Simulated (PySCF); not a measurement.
## Assigning NMR signals

Numbering as in the mapped SMILES `[CH:1]#[C:2]/[CH:3]=[CH:4]\[C:5]#[N:6]` (H(Xn): hydrogen on atom n).

Calculated, not measured (PySCF 2.14.0 with density-fitted response routines): PBE0-D3(BJ)/def2-TZVP geometry, σ from GIAO-B97-2/pcSseg-2. In vacuum, non-relativistic Hamiltonian, one computed conformer.

Referencing at the same level of theory: TMS for 13C (σ = 185.38 ppm), 1H (σ = 31.64 ppm).

(1) Assign these signals to the numbered atoms. 13C{1H} NMR (computed): δ 137.1 (CH), 121.5 (C), 118.7 (CH), 102.6 (CH), 82.8 (C).

(2) Assign these signals to the numbered atoms. 1H NMR (400 MHz, computed): δ 6.37 (m, 1H), 5.76 (d, 1H), 3.77 (d, 1H).

Answers

(1) 
```tsv
δ (ppm)	atoms	environment	reason
137.1	C3	alkene CH	an sp2 carbon of a C=C bond
121.5	C5	nitrile carbon	this is the usual window of a C≡N carbon, which has no attached hydrogen
118.7	C4	alkene CH	an sp2 carbon of a C=C bond
102.6	C1	terminal alkyne carbon	the triple bond shields along its axis, which puts it between sp3 and sp2 carbons
82.8	C2	alkyne carbon	sp carbons lie upfield of alkene carbons because the cylindrical π system leaves one tensor component strongly shielded
```

(2) 
6.37 → H(C3), hydrogen on an alkene CH: olefinic region
5.76 → H(C4), hydrogen on an alkene CH
3.77 → H(C1), hydrogen on a terminal alkyne carbon

Shifts are as computed. Against solution values, carbons near 30 ppm lie about +3 ppm off and those near 130 ppm about +7 ppm. Of 1211 compounds with measured shifts, 218 miss one by over three times the rms of a fit or turn the order of signals round; such compounds aren't used in these exercises. No couplings were computed; multiplicities are counted from neighbouring protons, with m where these are inequivalent, close in shift, in a saturated or five-membered ring or joined by F or P, and br s for small geminal =CH2 splittings.
